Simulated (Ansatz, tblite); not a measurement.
# The cluster GaN₂−: one state, many levels

Aim: run the singlet of the cluster GaN₂− at one geometry on many levels, and compare frontier levels, spin and run time.

Computed with Ansatz 0.2.0, Gaussian basis. Level: as each input shows.

Levels to be run: GFN1-xTB, GFN2-xTB, PBE-D4/def2-TZVPD, r2SCAN-D4/def2-TZVPD, BHLYP-D4/def2-TZVPD, ωB97X-V/def2-TZVPD, revPBE-D4/def2-TZVPD, ωB97M-V/def2-TZVPD, LDA/def2-TZVPD, PBE-D4/def2-SVPD, PBE0-D4/def2-SVPD, HF/STO-3G, HF/6-31G, B3LYP-D4/6-31G, CCSD(T)/def2-TZVPPD, MP2/def2-TZVPD, RPA/def2-TZVPD.

### 1 The relaxed structure

The singlet was relaxed beforehand with r2SCAN-D4/def2-TZVPD. At that level it is the lowest of the isomers that a small search found.

3 atoms, charge -1, spin multiplicity 1.

Bond lengths: Ga1–N2 2.145 Å, Ga1–N3 2.145 Å, N2–N3 1.198 Å. Angles: N2–Ga1–N3 32.4°, Ga1–N2–N3 73.8°, Ga1–N3–N2 73.8°.

The ion is computed in the gas phase, without counter-ions or solvent.

PBE0-D4/def2-TZVPD was run before; its log isn't repeated, and its numbers join the tables.

### 2 GFN1-xTB

Tight binding, by tblite at 300 K electronic temperature and without a spin-polarisation term:

```python
tblite.interface.Calculator('GFN1-xTB', numbers, positions, charge=-1, uhf=0).singlepoint()
```

Energy -212.1149 eV, HOMO -2.52 eV, LUMO -1.41 eV; 0.001 s.

### 3 GFN2-xTB

Tight binding, by tblite at 300 K electronic temperature and without a spin-polarisation term:

```python
tblite.interface.Calculator('GFN2-xTB', numbers, positions, charge=-1, uhf=0).singlepoint()
```

Energy -193.7461 eV, HOMO -0.67 eV, LUMO -0.42 eV; 0.001 s.

### 4 PBE-D4/def2-TZVPD

start.molden holds the orbitals of an earlier run on this state, given as this run's starting guess.

The input, in.yaml:

```yaml
crystal:
  periodic: [false, false, false]
  atoms:
    - {symbol: Ga, position_ang: [1.369216, 0.092577, -0.036398]}
    - {symbol: N, position_ang: [-0.642989, -0.641428, 0.070136]}
    - {symbol: N, position_ang: [-0.726227, 0.548861, -0.033728]}
basis:
  gaussian: {orbitals: def2-TZVPD, initial_orbitals: start.molden}
total_charge: -1
hamiltonian: {xc: pbe, dispersion: d4}
scf: {omitted_lower_state_checks: [starts]}
output: {orbitals: {seedname: orbitals}}
```

Launch:

```sh
> ansatz run in.yaml --threads 4 --pin off --events-out ev --progress --plain --max-ram 3916MiB
```

Further steps of the session: r2SCAN-D4/def2-TZVPD; BHLYP-D4/def2-TZVPD; ωB97X-V/def2-TZVPD; revPBE-D4/def2-TZVPD; ωB97M-V/def2-TZVPD; LDA/def2-TZVPD; PBE-D4/def2-SVPD; PBE0-D4/def2-SVPD; HF/STO-3G; HF/6-31G; B3LYP-D4/6-31G; CCSD(T)/def2-TZVPPD; MP2/def2-TZVPD; RPA/def2-TZVPD.

Before running them: what should the planned runs give, taken together? Wanted: gap in def2-TZVPD, named functionals, smallest and largest; correlation energy, CCSD(T)/def2-TZVPPD; correlation energy, MP2/def2-TZVPD; PBE0 total energy, smallest basis above largest.

The runs gave:

| quantity | value |
| --- | --- |
| gap in def2-TZVPD, named functionals, smallest and largest | 0.66 eV (LDA), 5.85 eV (ωB97X-V) |
| correlation energy, CCSD(T)/def2-TZVPPD | -17.98 eV |
| correlation energy, MP2/def2-TZVPD | -17.28 eV |
| PBE0 total energy, smallest basis above largest | 10.10 eV (def2-SVPD, def2-TZVPD) |

Orbital gaps of the named functionals in def2-TZVPD span 0.66 eV (LDA) to 5.85 eV (ωB97X-V); exact exchange widens it. LDA, PBE-D4, revPBE-D4, r2SCAN-D4, PBE0-D4, BHLYP-D4 put the HOMO above zero; others here keep it below zero, so the sign hangs on the functional's self-interaction and doesn't show that the species is unbound.
